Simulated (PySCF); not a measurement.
Structure problem from calculated spectra and properties.

Elements present: C, H and N. Monoisotopic mass: 68.0374 u.

* Couplings: largest of the computed one-bond spin–spin couplings (means over like bonds): 13C–1H +172.8, 13C–1H +141.6 (×2), 13C–13C +68.3, 13C–13C +51.0, 15N–1H -50.2, 15N–13C -18.6, 15N–13C -5.7 Hz [B3LYP/pcJ-1]
* Rotational structure: rotational constants A, B, C: 23.393, 2.603, 2.473 GHz [PBE0-D3(BJ)/def2-SVP]
* Dipole: 3.30 D [wB97X-D/def2-SVPD]
* UV, strongest line: among the 10 lowest singlet transitions: S6 at 8.40 eV (148 nm, f = 0.167) [TDDFT wB97X-D/def2-SVPD]
* Triplet: lowest triplet excitation (Tamm–Dancoff): 4.60 eV [TDA wB97X-D/def2-SVPD]
* 13C NMR: chemical shifts (computed TMS as zero) by class: 177.6 (1 C), 121.4 (1 C), 30.2 (1 C) ppm [GIAO B3LYP/pcSseg-2]
* 1H NMR: chemical shifts (computed TMS as zero) by class: 10.11 (1 H), 8.30 (1 H), 3.17 (2 H) ppm [GIAO B3LYP/pcSseg-2]
* UV, first state: lowest singlet excitation: 5.41 eV (229 nm, f = 0.003) [TDDFT wB97X-D/def2-SVPD]
* Polarisability: 47.5 au [wB97X-D/def2-SVPD]

Electronic properties: PySCF, gas phase, density fitting. Levels stand in brackets. The structure is a single PBE0-D3(BJ)/def2-SVP conformer in the gas phase; no vibrational or solvent corrections. Each NMR value is the plain mean over a class of atoms that symmetry, rotation or inversion makes alike.

**Question.** Which formula fits the mass and the elements?

**Answer.** C3H4N2 (calculated 68.0374). No other formula that holds each of these elements comes within 0.0003 u with a fitting electron parity and a possible valence count.

**Question.** Propose a structure and show how it fits.

**Answer.** Numbering: `[H]/[N:5]=[CH:4]/[CH2:3][C:2]#[N:1]`. Its formula, C3H4N2, gives 3 degrees of unsaturation: 0 rings and 3 π bonds in the structure found. 3 carbons fall into 3 classes; from least to most shielded: imine carbon [C4] (177.6 ppm), nitrile carbon [C2] (121.4 ppm), sp3 carbon next to a nitrile [C3] (30.2 ppm). Hydrogen classes from least to most shielded: 1 H on an imine nitrogen, N5 (10.11 ppm), 1 H on an imine carbon, C4 (8.30 ppm), 2 H on an sp3 carbon next to a nitrile, C3 (3.17 ppm). The couplings run between: +172.8 Hz, imine carbon [C4] and its hydrogen; +141.6 Hz, sp3 carbon next to a nitrile [C3] and its hydrogen (with 1 like pair); +68.3 Hz, nitrile carbon [C2] and sp3 carbon next to a nitrile [C3]; +51.0 Hz, sp3 carbon next to a nitrile [C3] and imine carbon [C4]; -50.2 Hz, imine nitrogen [N5] and its hydrogen; -18.6 Hz, nitrile nitrogen [N1] and nitrile carbon [C2]; -5.7 Hz, imine nitrogen [N5] and imine carbon [C4]. The optimised geometry has point group C1 and is an asymmetric top. Structure: `N#CC/C=N/[H]`. Computed isomers that give other values at the same levels: `[H]/N=C(/C)C#N` (13C chemical shifts (computed TMS as zero) by class: 165.8 (1 C), 120.2 (1 C), 29.5 (1 C) ppm); `C/N=C/C#N` (13C chemical shifts (computed TMS as zero) by class: 144.4 (1 C), 121.9 (1 C), 54.6 (1 C) ppm); `C/N=C\C#N` (13C chemical shifts (computed TMS as zero) by class: 140.9 (1 C), 114.9 (1 C), 51.1 (1 C) ppm). The assignments are read from this structure; whether some other isomer fits the data as well wasn't checked.

Conformer computed: `[H]/[N:5]=[CH:4]/[CH2:3][C:2]#[N:1]`: C2–C3–C4–N5 -135°.
